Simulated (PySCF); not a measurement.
Molecule: `CC#C[C@H]1CS1`, C5H6S.

Atom-mapped SMILES (the numbers label the heavy atoms): `[CH3:1][C:2]#[C:3][C@H:4]1[CH2:5][S:6]1`. Each H is labelled by its parent atom. Ha(C5) is cis to C3 on the ring; Hb(C5) is trans to C3 on the ring.

Geometry PBE0-D3(BJ)/def2-SVP throughout; GIAO in PySCF, gas phase, one conformer, non-relativistic; equivalent atoms averaged; basis pcSseg-1.

(1) How do the shifts δ (against TMS, CS2 at the same level) depend on the functional? (a selection of nuclei; ppm; last column core-seconds on shared hosts with different chips, so compare them loosely)

(2) Which nucleus among those listed moves most, in ppm?

Results:

(1) 
```csv
functional,kind,C3,C5,C4,C1,S6,H(C4),Hb(C5),Ha(C5),H(C1),core-s
HF,Hartree–Fock,83.1,24.6,14.4,3.3,-226.9,2.64,2.24,2.13,1.87,6.2
LDA,LDA,88.3,32.5,26.6,3.0,-122.4,3.35,2.50,2.32,1.86,14
PBE,GGA,83.4,31.6,25.9,5.1,-124.7,3.25,2.45,2.27,1.89,17
BLYP,GGA,82.5,32.0,25.7,5.0,-109.3,3.20,2.42,2.22,1.90,17
BP86,GGA,83.3,31.9,26.1,5.4,-122.7,3.24,2.45,2.29,1.90,17
OPBE,GGA,80.1,30.9,26.2,6.7,-139.2,3.25,2.47,2.31,1.91,18
KT2,GGA,78.2,30.3,24.7,5.8,-126.6,3.34,2.46,2.25,1.96,17
KT3,GGA,76.0,30.2,25.0,6.7,-125.7,3.27,2.44,2.23,1.96,17
B97-D,GGA,79.4,31.3,25.4,5.9,-120.4,3.21,2.44,2.27,1.92,20
B3LYP,global hybrid,83.4,30.6,23.6,4.6,-138.4,3.04,2.36,2.20,1.87,14
PBE0,global hybrid,84.2,30.0,23.3,4.8,-158.1,3.05,2.38,2.23,1.86,17
mPW1PW91,global hybrid,83.9,30.2,23.4,5.1,-156.9,3.03,2.38,2.24,1.86,16
WP04,global hybrid,78.8,32.5,27.0,7.3,-115.1,2.96,2.33,2.25,1.86,9.9
B97-2,global hybrid,81.6,30.0,23.5,5.5,-152.9,3.05,2.38,2.24,1.88,9.4
BHandHLYP,global hybrid,83.9,28.5,20.1,4.0,-175.5,2.86,2.30,2.17,1.86,9.6
CAM-B3LYP,range-separated hybrid,85.0,29.2,21.2,3.4,-151.5,2.87,2.31,2.16,1.80,14
wB97X-D,range-separated hybrid,84.2,29.8,22.0,4.6,-157.4,2.89,2.33,2.21,1.80,13
LC-wPBE,range-separated hybrid,87.0,28.1,20.2,4.0,-170.4,2.73,2.28,2.19,1.70,19
```

(2) S6 (sulfide sulfur): from -226.9 ppm with HF to -109.3 ppm with BLYP. The smallest spread is 0.19 ppm, at Ha(C5). Proton shifts span only some 12 ppm, so a few tenths of a ppm matter as much there as several ppm in carbon.
